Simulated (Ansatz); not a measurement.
System: C3H7O (charge 0, doublet). SMILES: CC(C)[O]
Geometry from a B3LYP-D3(BJ)/def2-TZVP (Ansatz, a quantum-chemistry and plane-wave program) optimisation:
```
C
O 1 1.3678
H 1 1.1134 2 101.41
C 1 1.5323 3 107.60 2 -118.62
H 4 1.0894 1 110.37 3 59.46
H 4 1.0912 5 109.05 1 122.05
H 4 1.0916 5 108.50 6 117.68
C 1 1.5323 3 107.60 2 118.62
H 8 1.0894 1 110.37 3 -59.46
H 8 1.0912 9 109.05 1 -122.05
H 8 1.0916 9 108.50 10 -117.68
```
Charge 0, spin multiplicity 2.

Wanted: atomisation energy, in kcal/mol. Conventions: valence correlation only; atomisation electronic, to ground-state atoms; LANL2DZ all-electron up to Ne; six Cartesian d functions in 6-31G* and its kin unless marked 5d; non-relativistic; no dispersion term unless named; spin-orbit terms left out; 6-311+G** with 5d; UHF or UKS for open shells. Basis-set limits of correlation are two-point, X^-3; Hartree-Fock from the larger set. The bracket is a focal-point correction in the basis named. First-principles rows: single points at B3LYP-D3(BJ) geometries (Ansatz).

Coupled cluster (Ansatz) is a level with limits of its own, used here on species with T1 under 0.025 (0.045 for open shells) and stable references: RI-MP2/CBS(cc-pVTZ,cc-pVQZ)+[CCSD(T)-MP2]/cc-pVDZ.

Value to compare with, RI-MP2/CBS(cc-pVTZ,cc-pVQZ)+[CCSD(T)-MP2]/cc-pVDZ (Ansatz): 995.0 kcal/mol.

| level | program | atomisation energy (kcal/mol) | difference |
|---|---|---|---|
| PBE/STO-3G | Ansatz | 1203.6 | 208.6 |
| PBE/3-21G | Ansatz | 1010.1 | 15.1 |
| PBE/LANL2DZ | Ansatz | 994.0 | -1.0 |
| PBE/6-31G* | Ansatz | 1021.2 | 26.2 |
| PBE/def2-SVP | Ansatz | 1023.2 | 28.2 |
| PBE/6-311+G** | Ansatz | 1011.5 | 16.5 |
| PBE/def2-TZVPD | Ansatz | 1014.9 | 19.9 |

Among the 6 habitual levels, PBE/STO-3G lies farthest from RI-MP2/CBS(cc-pVTZ,cc-pVQZ)+[CCSD(T)-MP2]/cc-pVDZ (Ansatz) (208.6 kcal/mol) and PBE/LANL2DZ nearest (-1.0); 5 of 6 lie above it, and their mean absolute difference is 49.3 kcal/mol, the median 21.4. One case shows no general order.

The sets are all those run for this method; runs whose electronic state is in doubt are left out.
